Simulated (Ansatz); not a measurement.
Results of HSE06 (Ansatz, a quantum-chemistry and plane-wave program, PAW) for cuprite Ag2O.

Run with plane-wave cutoff 460 eV, 6×6×6 k mesh, Fermi–Dirac smearing 0.01 eV, no spin polarisation, scalar-relativistic PAW data made under PBE.

The cell has the measured lattice: a = b = c = 4.745 Å, α = β = γ = 90.00°.

Problem. Predict the band gap.

Solution. 
* **band gap**: 1.15 eV (on the SCF k mesh)

Measured, for comparison: band gap 1.2 eV (temperature not stated, not corrected to a static lattice, photoconductivity; as tabulated in He and Franchini (2017), arXiv:1706.08159).

Note: cell and atoms aren't relaxed at this level (pressure 2.2 GPa).

Spin–orbit coupling is not included.

Static lattice: no zero-point or thermal effects.
